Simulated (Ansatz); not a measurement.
Sb₂O₃ (Pccn, No. 56), treated with LDA (plane waves, PAW; Ansatz, a quantum-chemistry and plane-wave program).

Settings: plane-wave cutoff 520 eV, 8×4×6 k mesh (along the axes of the cell as run), scalar-relativistic PAW data made under PBE.

Computed at the level's own relaxed cell.

### Question
Predict the Voigt–Reuss–Hill bulk modulus, polycrystal shear modulus (Hill average), Young modulus and Poisson ratio.

### Answer

* **Voigt–Reuss–Hill bulk modulus**: 38.9 GPa
* **polycrystal shear modulus (Hill average)**: 32.1 GPa
* **Young modulus**: 75.6 GPa
* **Poisson ratio**: 0.176

Note: the relaxation could not lower the start's symmetry, so the cell can be a saddle point above a distorted one; the volume lies 6 % below that of the published cell.

Elastic constants are with the ions relaxed.

Spin–orbit coupling is not included.

Computed values are for the static lattice.

Computing time: very roughly 9 core-hours.
